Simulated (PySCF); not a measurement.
# Which proton of methanesulfonic acid is most acidic?

System: methanesulfonic acid, `CS(=O)(=O)O` (CH4O3S). Numbering: `[CH3:1][S:2](=[O:3])(=[O:4])[OH:5]`

These are calculated values, PBE0-D3(BJ)/ma-def2-TZVP in PySCF (grid level 2) at geometries from PBE0-D3(BJ)/ma-def2-SVP. The prefix ma- adds one diffuse s and one diffuse p function on all atoms but H. Thermal corrections: PBE0-D3(BJ)/ma-def2-SVP frequencies, unscaled, ideal gas at 298.15 K and 1 bar, quasi-RRHO entropy.

```csv
site,product,ΔH(acid) / eV,ΔG(acid) / eV,gas share,above best in water / eV
O5 (hydroxyl oxygen),CS(=O)(=O)[O-],13.88,13.62,> 99.9 %,0.000
C1 (methyl carbon),[CH2-]S(=O)(=O)O,15.78,15.45,< 0.1 %,2.054
```

ΔH and ΔG refer to AH → A⁻ + H⁺ in the gas phase. Shares are Boltzmann weights among the listed products; an error of 10 kJ/mol changes a ratio about 56-fold. Sites whose products fell apart, merged with another or lost in a GFN2-xTB screen aren't listed. Values in solvent are IEF-PCM free energies relative to the most favourable product.

Among these, O5 (hydroxyl oxygen) wins by 1.84 eV in gas-phase free energy over C1.

In water the product from O5 is solvated 2.31 eV more strongly than the parent (electrostatics only).

Measured values (NIST Chemistry WebBook, evaluated or the median of agreeing entries): deprotonation enthalpy (ΔH) 1343 kJ/mol (computed 1339, difference -4); gas-phase acidity (ΔG) 1320 kJ/mol (computed 1314, difference -6). These are compared with the most favourable site that keeps the skeleton.

Structures, frequencies and single points took 8.6 min of wall time on 1 thread of Arm Neoverse V1 (shared host), launched as `OMP_NUM_THREADS=1 python redox_run.py task.json out`.

Differences come from unrounded values, so a last digit can differ from that of the printed terms.
